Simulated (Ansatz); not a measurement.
**CH₄FO−: a short trajectory**

The task is to watch the atoms for 80 steps of 0.5 fs, started with velocities for 1500 K and run at constant energy.

Method: BLYP-D4/def2-SVP; program: Ansatz 0.2.0, Gaussian basis.

**1. Where the work starts**

The start, a pair relaxed at PBE0-D4: SMILES `[OH-].CF`, 7 atoms, charge -1, spin multiplicity 1.

Atoms are counted from 1 here; the program's logs count them from 0.

Bond lengths: O1–H2 0.962 Å, C3–F4 1.409 Å, C3–H5 1.095 Å, C3–H6 1.095 Å, C3–H7 1.116 Å. Angles: F4–C3–H5 107.2°, F4–C3–H6 107.1°, F4–C3–H7 112.1°, H5–C3–H6 109.2°, H5–C3–H7 110.4°, H6–C3–H7 110.6°.

As a file:

```xyz
7
charge -1, multiplicity 1
O     0.1089   -0.0189   -2.0153
H     0.5953   -0.5827   -2.6241
C    -0.1861    0.1162    0.8752
F     0.8978    0.1785    1.7734
H    -0.7630    1.0388    0.9992
H    -0.8029   -0.7381    1.1746
H     0.1502    0.0061   -0.1830
```

**2. Dynamics**

The input, md/in.yaml:

```yaml
crystal:
  periodic: [false, false, false]
  atoms:
    - {symbol: O, position_ang: [0.108902, -0.018929, -2.015347]}
    - {symbol: H, position_ang: [0.595307, -0.582664, -2.624082]}
    - {symbol: C, position_ang: [-0.186146, 0.116247, 0.875245]}
    - {symbol: F, position_ang: [0.897816, 0.178506, 1.773427]}
    - {symbol: H, position_ang: [-0.762965, 1.038784, 0.999223]}
    - {symbol: H, position_ang: [-0.802867, -0.738090, 1.174639]}
    - {symbol: H, position_ang: [0.150154, 0.006145, -0.183004]}
basis:
  gaussian: {orbitals: def2-SVP}
total_charge: -1
hamiltonian: {xc: {name: BLYP}, dispersion: d4}
md: {n_steps: 80, timestep: 0.5, temperature: 1500, ensemble: nve, seed: 346, initial_velocities: maxwell_boltzmann}
```

Launch:

```sh
ansatz run in.yaml --threads 2 --pin off --events-out ev --progress --plain --max-ram 5222MiB
```

Before running it: what results should come out? Wanted: temperature at the start; mean temperature, second half; lowest and highest potential energy, from the first frame; largest change of potential + kinetic.

The runs gave:

| quantity | value |
| --- | --- |
| length | 80 steps, 40.0 fs |
| temperature at the start | 1500 K |
| mean temperature, second half | 962 K |
| lowest and highest potential energy, from the first frame | 0 and 689 meV |
| largest change of potential + kinetic | 18.4 meV |

With no thermostat the total energy should stay fixed; it holds within 18.4 meV, small beside the kinetic energy, so the time step serves. The temperature runs between 462 and 1500 K. No bond breaks or forms, judged by distance.
